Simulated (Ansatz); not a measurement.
`NC=C=C=O` → `C=C1OC1=N`  (isomerisation)

Computed with Ansatz on PBE0-D4/def2-TZVP structures; ΔE is electronic, products minus reactants. CCSD(T)/CBS is the MP2 limit (def2-TZVPP, def2-QZVPP) plus CCSD(T) − MP2 in def2-TZVPP, frozen cores. DFT in def2-TZVPP. B3LYP here is the variant with VWN-RPA as its local correlation; programs differ in this. HSE06 is defined as in plane-wave codes. One conformer a species, not always the lowest.

`NC=C=C=O`:

Z-matrix (Å, degrees):
```
N
C 1 1.338
H 1 1.006 2 119.5
H 1 1.003 2 121.5 3 180.0
C 2 1.344 1 124.1 3 0.0
H 2 1.092 1 113.1 3 180.0
C 5 1.284 2 138.6 1 -180.0
O 7 1.167 5 171.8 2 -180.0
```

`C=C1OC1=N`:

```xyz
8

C    -0.125   -1.093    1.146
C    -0.275   -0.262    0.144
O    -1.274    0.090   -0.781
C    -0.051    0.722   -0.828
N     0.443    1.604   -1.543
H     0.815   -1.121    1.680
H    -0.929   -1.752    1.446
H     1.397    1.812   -1.264
```

Task: Is it downhill or uphill in electronic energy at CCSD(T)/CBS, and by how much? (Estimate.)

Result: Ansatz gave: Uphill: ΔE = +109.4 kJ/mol.

Task: What do these levels give: ωB97X-V, B3LYP, HSE06, HF/def2-SVP, MP2/def2-TZVPP, SCS-MP2/def2-QZVPP? (Estimate.)

Result: Computed: ωB97X-V 99.7, B3LYP 132.2, HSE06 118.0, HF/def2-SVP 127.5, MP2/def2-TZVPP 120.6, SCS-MP2/def2-QZVPP 115.9 kJ/mol.

Task: What do rigid-rotor, harmonic-oscillator terms from PBE0-D4/def2-TZVP frequencies (298.15 K, 1 bar) make of the CCSD(T)/CBS value? (Estimate.)

Result: The calculation gave: ΔZPE = -3.8 kJ/mol, ΔH = +103.4 kJ/mol, ΔS = -15 J/(mol·K), ΔG = +108.0 kJ/mol.

Largest T1 diagnostic among the species: 0.019.

At CCSD(T), def2-SVP lies +5.2 kJ/mol from the extrapolated value and def2-TZVPP −2.8 kJ/mol. From PBE to PBE0 (25 % exact exchange), in def2-TZVPP and without D4, ΔE moves by −6.5 kJ/mol. Leaving LDA and LC-ωPBE aside and taking each functional with its dispersion term where it has one, the values, not all of them listed here, spread over 37.3 kJ/mol, from ωB97X-V to BLYP-D4.
